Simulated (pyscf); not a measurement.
HCl + Cl–Sn:–Cl [singlet] + H₂ → Cl–SnH(Cl)–Cl + H₂ (multi-bond step; singlet surface; Cl–H, H–H broken, Cl–Sn, H–Sn, H–H formed). Single points on ωB97X-D3(BJ)/def2-SVP structures (PySCF, gas phase). Energies in kJ/mol from the separated reactants.

| level | barrier | reaction energy |
|---|---|---|
| ωB97X-D3(BJ)/def2-TZVP | [?] | -64.4 |
| r²SCAN/def2-TZVP | 115.1 | -44.0 |
| B3LYP-D3(BJ)/def2-TZVP | [?] | [?] |
| PBE0-D3(BJ)/def2-TZVP | 121.4 | -44.6 |
| M06-2X/def2-TZVP | 153.6 | -57.8 |
| HF/def2-TZVP | 255.5 | -47.9 |

Task: Complete the blanks.

Result: 
- ωB97X-D3(BJ)/def2-TZVP, barrier: 143.4
- B3LYP-D3(BJ)/def2-TZVP, barrier: 144.1
- B3LYP-D3(BJ)/def2-TZVP, reaction energy: -23.2

The functionals in the table span 38.5 kJ/mol in this barrier, from r²SCAN to M06-2X. On the reactant side the descent ends in a bound adduct (not fully relaxed), 37.9 kJ/mol under the separated species and 181.4 kJ/mol under the saddle at ωB97X-D3(BJ)/def2-TZVP. This is the saddle that the search found; another between the same sides may lie lower. Elements past Kr carry the def2 core potentials, without spin-orbit coupling.
